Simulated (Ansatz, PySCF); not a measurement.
This Ansatz (a quantum-chemistry and plane-wave program) input computes a B3LYP/def2-TZVPD energy:

Ansatz 0.2 input:
```yaml
crystal:
  periodic: [false, false, false]
  atoms:
    - {symbol: C, position_ang: [-0.01425270, 0.12435824, 1.95470681]}
    - {symbol: C, position_ang: [-0.00757315, -0.19118066, 0.64278123]}
    - {symbol: C, position_ang: [-0.00245344, -0.56690684, -0.56877122]}
    - {symbol: C, position_ang: [0.01816492, 0.29533709, -1.79293461]}
    - {symbol: H, position_ang: [-0.94020781, 0.24704578, 2.51109267]}
    - {symbol: H, position_ang: [0.90535390, 0.22409239, 2.52600983]}
    - {symbol: H, position_ang: [0.03014765, 1.38655717, -1.59635947]}
    - {symbol: H, position_ang: [0.89256220, 0.07548540, -2.42067109]}
    - {symbol: H, position_ang: [-0.85116970, 0.09717232, -2.43476519]}
basis:
  gaussian:
    orbitals: def2-TZVPD
hamiltonian:
  xc: {name: B3LYP}
total_charge: -1
output: {forces: true}
```

### Question
Write an input for the same energy in PySCF and say what it gives.

### Answer

```python
from pyscf import gto, scf, dft

mol = gto.M(
    atom='''
    C    -0.01425270    0.12435824    1.95470681
    C    -0.00757315   -0.19118066    0.64278123
    C    -0.00245344   -0.56690684   -0.56877122
    C     0.01816492    0.29533709   -1.79293461
    H    -0.94020781    0.24704578    2.51109267
    H     0.90535390    0.22409239    2.52600983
    H     0.03014765    1.38655717   -1.59635947
    H     0.89256220    0.07548540   -2.42067109
    H    -0.85116970    0.09717232   -2.43476519
    ''',
    basis='def2-tzvpd',
    charge=-1,
    spin=0,
    verbose=4,
)

mf = dft.RKS(mol, xc='b3lyp').density_fit(auxbasis='def2-universal-jkfit')
mf.grids.level = 3
mf.conv_tol = 1e-9
mf.max_cycle = 100
mf.max_memory = 1500
mf.kernel()
if not mf.converged:
    mf = mf.newton()
    mf.kernel(mf.make_rdm1())
mf.analyze()
```
It gives -155.41489 Eh, and Ansatz -155.41482 Eh, a difference of 0.07 mEh, from the treatment of integrals and grids.

It need not be the lowest isomer of its formula. Whether it binds its extra electron was not tested at this geometry.
